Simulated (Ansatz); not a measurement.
Ca (model structure, started from the beta-Sn type, I4₁/amd, No. 141, 2 atoms in the cell)

All values below come from PBEsol in Ansatz (PAW).

Run with plane-wave cutoff 500 eV, 22×22×22 k mesh, Fermi–Dirac smearing 0.1 eV, scalar-relativistic PAW data made under PBE.

Cell (relaxed at this level):

```
Ca
1.0
   -3.36338     3.36338     1.81883
    3.36338    -3.36338     1.81883
    3.36338     3.36338    -1.81883
Ca
2
Direct
  0.75000   0.25000   0.50000
  0.00000   0.00000   0.00000
```

```
Item              Value
--------  -------------
band gap  zero (no gap)
```

Note: the relaxation could raise the start's symmetry but not lower it, so the cell can be a saddle point.

Cost on a shared machine: about 7 core-minutes (a rough figure).

A model structure was made by putting elements into a prototype or built by hand; it is no filed structure, need not be a known phase, and can be a saddle point held by its symmetry.

Ansatz is a quantum-chemistry and plane-wave program.
